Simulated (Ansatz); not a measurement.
CsGaS₃ (P2₁/c, No. 14; cell taken from a computed entry)

These are LDA (plane waves, PAW; Ansatz, a program for electronic structure) values and carry that method's errors.

Settings: plane-wave cutoff 520 eV, 6×4×6 k mesh (along the axes of the cell as run), Fermi–Dirac smearing 0.01 eV, scalar-relativistic PAW data made under PBE.

Cell (relaxed with PBEsol):

```
CELL_PARAMETERS angstrom
      7.54500     0.00000    -0.03596
      0.00000    12.36599     0.00000
     -1.95899     0.00000     6.11755
ATOMIC_POSITIONS crystal
  Cs 0.25203 0.91566 0.27957
  Cs 0.74797 0.08434 0.72043
  Cs 0.74797 0.41566 0.22043
  Cs 0.25203 0.58434 0.77957
  Ga 0.80695 0.77193 0.34794
  Ga 0.19305 0.22807 0.65206
  Ga 0.19305 0.27193 0.15206
  Ga 0.80695 0.72807 0.84794
  S  0.01901 0.32680 0.81611
  S  0.98099 0.67320 0.18389
  S  0.98099 0.82680 0.68389
  S  0.01901 0.17320 0.31611
  S  0.55089 0.67258 0.35524
  S  0.44911 0.32742 0.64476
  S  0.44911 0.17258 0.14476
  S  0.55089 0.82742 0.85524
  S  0.68773 0.58144 0.63321
  S  0.31227 0.41856 0.36679
  S  0.31227 0.08144 0.86679
  S  0.68773 0.91856 0.13321
```

```yaml
band_gap: 2.33 eV
smallest_direct_gap_on_the_k_points_sampled: 2.35 eV
direct gap at Γ: 2.57 eV
```

Note: cell and atoms aren't relaxed at this level (largest force component 0.14 eV/Å, pressure -1.6 GPa).

Spin–orbit coupling is not included.
